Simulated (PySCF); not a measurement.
**Electronic absorption of (E)-diazene**

(E)-diazene, N2H2.
Structure used (PBE0-D3(BJ)/def2-TZVP), in Å, numbered top down from 1:
```
atom  x, y, z in Å
H1    -0.7243    0.0632    1.1195
N2    -0.2945   -0.4292    0.3191
N3     0.3133    0.4167   -0.3356
H4     0.7430   -0.0761   -1.1359
```

The calculation used TDDFT CAM-B3LYP/aug-cc-pVTZ, vertical, gas phase, core orbitals frozen in the response (PySCF). Geometry: PBE0-D3(BJ)/def2-TZVP; no solvent, vibrations or thermal averaging.

Problem. List the vertical singlet excitations with oscillator strengths and describe the spectrum.

Solution. 

```tsv
state	λ (nm)	E (eV)	f	symmetry	main configurations (H = HOMO, L = LUMO)
S1	388.4	3.19	0.0000	–	H→L (99%)
S2	207.3	5.98	0.0000	–	H→L+1 (91%)
S3	191.8	6.47	0.041	Bu	H→L+2 (88%), H→L+5 (11%)
S4	162.9	7.61	0.100	Bu	H→L+3 (97%)
S5	159.4	7.78	0.019	Au	H→L+4 (99%)
S6	145.1	8.54	0.0000	–	H→L+6 (91%)
S7	139.9	8.86	0.017	Au	H-2→L (98%)
S8	138.1	8.98	0.027	Bu	H→L+5 (86%), H→L+2 (11%)
S9	136.9	9.06	0.0000	–	H→L+7 (93%)
S10	131.5	9.43	0.0000	–	H→L+8 (93%)
```

Triplets (Tamm–Dancoff): T1 2.15 eV, H→L (97%); T2 5.37 eV, H-1→L (96%); T3 5.79 eV, H→L+1 (85%), H→L+6 (8%); T4 6.22 eV, H→L+2 (80%), H→L+5 (18%).

The lowest singlet comes at 388 nm (308 kJ/mol) in the visible; it is dark (f under 0.0005); its leading configuration is HOMO→LUMO (99%). The most intense listed level is S4 at 7.61 eV (163 nm, f = 0.100), 4.42 eV above S1. Löwdin shares by element: HOMO nitrogen 88%, hydrogen 12%; LUMO nitrogen 87%, hydrogen 13%. Orbital energies (eV): HOMO-3 -15.48, HOMO-2 -14.31, HOMO-1 -12.90, HOMO -8.64, LUMO -0.33, LUMO+1 0.35, LUMO+2 0.63. Weighted by f, the mean energy of these states is 7.68 eV. Of the 10 states listed, 5 reach f = 0.01 and 5 stay under 0.0005. S1 lies in the visible range (380 to 750 nm), at 388 nm, dark in the vertical dipole picture (f under 0.0005); light of that wavelength is violet, and its complementary colour is yellow-green; a Tamm–Dancoff triplet lies at 576 nm, without intensity as long as spin–orbit coupling is left out. Symmetry labels in C2h follow from the direction of the transition dipole and are given only for states with f of 0.002 or more. Singlets were solved by full linear response, triplets in the Tamm–Dancoff approximation.
